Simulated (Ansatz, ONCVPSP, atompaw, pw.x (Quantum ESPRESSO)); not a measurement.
## Which W potential is closest to all-electron in the bcc crystal?

All use PBE, scalar-relativistic, no spin, cutoffs from each file’s atomic test, pw.x 7.5; 14³ k-points, Fermi–Dirac smearing 0.01 Ry. Δ is the rms difference from all-electron LAPW of the E(V) curves that follow from fits to the pressures, over ±6 % in volume. Mesh and smearing are coarse and serve the comparison alone. The files are a selection: those with a ghost or negative overlap were mostly not run, and those with noisy or unconverged pressures or nearly equal Δ are left out.

All-electron: a0 = 3.184 Å (V0 = 16.15 Å³/atom), B0 = 300.6 GPa.

Problem. Rank them by Δ, smallest first.
A. optimised norm-conserving Vanderbilt (ONCV), ONCVPSP 4.0.1.1 (patched build), PBE; core [Kr] 4d10 4f14, reference 5s2 5p6 5d4 6s2; waves: 5s+6s: rc 2.00 bohr, ncon 3, nbas 6, qcut 5.2 1/bohr, 2 projectors; 5p: rc 1.60 bohr, ncon 4, nbas 7, qcut 9.7 1/bohr, 2 projectors, debl 2 Ha; 5d: rc 1.60 bohr, ncon 4, nbas 7, qcut 6.7 1/bohr, local; local part: the d channel; core correction: Teter function, fcfact 6, rcfact 1.6.
B. optimised norm-conserving Vanderbilt (ONCV), ONCVPSP 4.0.1.1 (patched build), PBE; core [Kr] 4d10 4f14, reference 5s2 5p6 5d4 6s1.75 6p0.25; waves: 5s+6s: rc 1.55 bohr, ncon 4, nbas 9, qcut 8.4 1/bohr, 2 projectors; 5p+6p: rc 1.75 bohr, ncon 3, nbas 6, qcut 8.9 1/bohr, 2 projectors; 5d: rc 2.75 bohr, ncon 3, nbas 8, qcut 5 1/bohr, 2 projectors, debl 3.6 Ha; f scattering state at 0.29 Ha: rc 2.95 bohr, ncon 5, nbas 9, qcut 3.8 1/bohr, 2 projectors, debl 3.6 Ha; local part: polynomial inside 1.00 bohr (lpopt 4, dvloc0 4 Ha); core correction: none.
C. PAW, atompaw 4.2.0.5, PBE; core [Xe] 4f14, reference 5d4.5 6s1.5 6p0; waves: 6s (bound): rc 2.35 bohr; 6s channel at 1.15 Ry: rc 3.00 bohr; 6p (bound, empty): rc 3.00 bohr; 6p channel at 4.35 Ry: rc 3.00 bohr; 5d (bound): rc 1.50 bohr; 5d channel at 5 Ry: rc 1.50 bohr; local part: bessel scheme, radius 2.15 bohr; core correction: smooth core density matched at 1.65 bohr; augmentation: sinc compensation charge, radius 2.80 bohr; PAW radius 3.00 bohr; waves and projectors: custom rrkj vanderbiltortho.
D. optimised norm-conserving Vanderbilt (ONCV), ONCVPSP 4.0.1.1 (patched build), PBE; core [Kr] 4d10 4f14, reference 5s2 5p6 5d4 6s1; waves: 5s+6s: rc 1.50 bohr, ncon 3, nbas 7, qcut 7.8 1/bohr, 3 projectors, debl 2.3 Ha; 5p: rc 1.75 bohr, ncon 4, nbas 8, qcut 8.1 1/bohr, 2 projectors, debl 0.4 Ha; 5d: rc 2.80 bohr, ncon 3, nbas 8, qcut 5.6 1/bohr, 2 projectors, debl 3 Ha; local part: polynomial inside 1.30 bohr (lpopt 5, dvloc0 0 Ha); core correction: Teter function, fcfact 5.25, rcfact 1.55. In the p channel the program set the typed energies aside and used -1.864, 0.250 Ha.

Solution. B (2.1 meV/atom), C (5.3 meV/atom), A (8.4 meV/atom), D (11.1 meV/atom).
